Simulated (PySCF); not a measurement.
difluoromethane (CH2F2), SMILES FCF. Atoms are numbered in the order given.

```xyz
5

F     -1.1035     0.0000    -0.2905
C      0.0000     0.0000     0.5036
F      1.1035     0.0000    -0.2905
H      0.0000    -0.9138     1.1037
H      0.0000     0.9138     1.1037
```
Charge 0, spin multiplicity 1.

Geometry: ωB97X-D3(BJ)/def2-TZVP.

Two levels are set side by side: PBE/pcSseg-2 (PySCF) and PBE0/pcSseg-2 (PySCF). GIAO shifts against CFCl3 (¹⁹F), TMS (¹H), TMS (¹³C) at the same level; non-relativistic, no solvent, atoms listed together averaged. Differences are taken from unrounded values.

```json
[
 {"quantity": "δ(¹⁹F) of F1, F3 (ppm)", "PBE": "-176.9"},
 {"quantity": "δ(¹³C) of C2 (ppm)", "PBE": "123.8"},
 {"quantity": "δ(¹H) of H4, H5 (ppm)", "PBE": "6.10"}
]
```

Problem. These are the PBE values. What does PBE0 give? (Estimate from the structure and the level; the computed values follow.)

Solution. 
| quantity | PBE0 | PBE minus PBE0 |
|---|---|---|
| δ(¹⁹F) of F1, F3 (ppm) | -161.7 | -15.1 |
| δ(¹³C) of C2 (ppm) | 118.8 | 5.0 |
| δ(¹H) of H4, H5 (ppm) | 5.81 | 0.29 |

Rough cost on one machine, each run with all the roots and properties that it gave: PBE0 against PBE within a factor of 2.
